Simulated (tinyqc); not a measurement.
Inside a calculation. Method: MP2 on RHF in the sto-3g basis, frozen core, for OH-, spin multiplicity 1. The basis has no diffuse functions, so it cannot describe the extra electron: this is an exercise in the method, not the real anion. One step of it, computed by the program tinyqc.

Question. Second-order Moller-Plesset energy. E2 = sum_ijab (ia|jb) [2 (ia|jb) - (ib|ja)] / (e_i + e_j - e_a - e_b) over occupied i, j and virtual a, b; the opposite-spin part is (ia|jb)^2 / denominator, the rest is same-spin, and SCS-MP2 scales them by 6/5 and 1/3.

orbital energies (hartree): [-19.385143, -0.589598, 0.072359, 0.247820, 0.247820, 1.223315]

Two-electron integrals over orbitals (pq|rs), unique and non-zero (hartree); the lowest 1 orbital is frozen and left out:
```
(22|22) 0.724397    (32|22) -0.024056   (32|32) 0.149331    (33|22) 0.640002
(33|32) -0.027670   (33|33) 0.662263    (42|42) 0.146587    (43|42) -0.053345
(43|43) 0.046752    (44|22) 0.748013    (44|32) -0.101431   (44|33) 0.639062
(44|44) 0.880159    (52|52) 0.146587    (53|52) -0.053345   (53|53) 0.046752
(54|54) 0.047444    (55|22) 0.748013    (55|32) -0.101431   (55|33) 0.639062
(55|44) 0.785270    (55|55) 0.880159    (62|22) -0.110558   (62|32) -0.019591
(62|33) -0.010630   (62|44) -0.118703   (62|55) -0.118703   (62|62) 0.108912
(63|22) -0.097142   (63|32) 0.119855    (63|33) -0.059612   (63|44) -0.150353
(63|55) -0.150353   (63|62) 0.041940    (63|63) 0.160115    (64|42) -0.042183
(64|43) -0.007331   (64|64) 0.038562    (65|52) -0.042183   (65|53) -0.007331
(65|65) 0.038562    (66|22) 0.683497    (66|32) 0.033317    (66|33) 0.645357
(66|44) 0.665425    (66|55) 0.665425    (66|62) -0.087522   (66|63) -0.038537
(66|66) 0.722616
```

Hartree-Fock energy = -74.06026072 hartree

Give: Terms; Pair energies; MP2 correlation energy; SCS-MP2 correlation energy; MP2 total energy.

Answer.

Terms:
```
i  j  a  b  (ia|jb)  (ib|ja)  denominator     term
3  3  6  6   0.1601   0.1601      -2.3019  -0.0111
2  2  6  6   0.1089   0.1089      -3.6258  -0.0033
5  5  6  6   0.0386   0.0386      -1.9510  -0.0008
4  4  6  6   0.0386   0.0386      -1.9510  -0.0008
2  3  6  6   0.0419   0.0419      -2.9639  -0.0006
3  2  6  6   0.0419   0.0419      -2.9639  -0.0006
```

Pair energies (hartree; pair i-j sums ij and ji):
```
pair  opposite spin  same spin
2-2         -0.0033     0.0000
3-2         -0.0012     0.0000
3-3         -0.0111     0.0000
4-4         -0.0008     0.0000
5-5         -0.0008     0.0000
```

MP2 correlation energy = -0.017120 hartree

SCS-MP2 correlation energy = -0.020544 hartree

MP2 total energy = -74.077381 hartree
